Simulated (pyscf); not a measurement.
Structures and frequencies: ωB97X-D3(BJ)/def2-SVP in PySCF.

### Question
PBE/def2-TZVP puts the barrier of F–Mo(F)(F)(F)=S (SMILES [F][Mo]([F])([F])([F])=[S]) + H₂S (SMILES S) → F–Mo(F)(F)(F)(SH)–SH (SMILES [F][Mo]([F])([F])([F])([SH])[SH]) (addition across a multiple bond or ene-type step; singlet surface; H–S broken, H–S, Mo–S formed) at 1.27 eV and the reaction energy at +0.48 eV, from the separated reactants. What do r²SCAN/def2-TZVP, B3LYP-D3(BJ)/def2-TZVP, ωB97M-D3(BJ)/def2-TZVP give on the same structures?

### Answer
r²SCAN: ΔE‡ = 1.33 eV, ΔE = +0.46 eV; B3LYP-D3(BJ): ΔE‡ = 1.52 eV, ΔE = +0.57 eV; ωB97M-D3(BJ): ΔE‡ = 1.80 eV, ΔE = +0.75 eV. PBE's barrier lies under all of them, by 0.06 to 0.53 eV. Its reaction energy lies among theirs. On the reactant side the descent ends in an adduct with a Mo–S contact, 0.06 eV over the separated species and 1.46 eV under the saddle at ωB97X-D3(BJ)/def2-TZVP. What is counted as formed (Mo–S) is already present as a longer contact in the reactant adduct; forming that adduct is a step of its own. At ωB97X-D3(BJ)/def2-TZVP the barrier from the zero used here is 1.52 eV. From the product side, SH• + [F–Mo(F)(F)(F)–SH]• lies, by one bond made or cut, 0.26 eV under this saddle at ωB97M-D3(BJ)/def2-TZVP. One saddle was located; it need not be the lowest between these sides. Elements past Kr carry the def2 core potentials, without spin-orbit coupling.
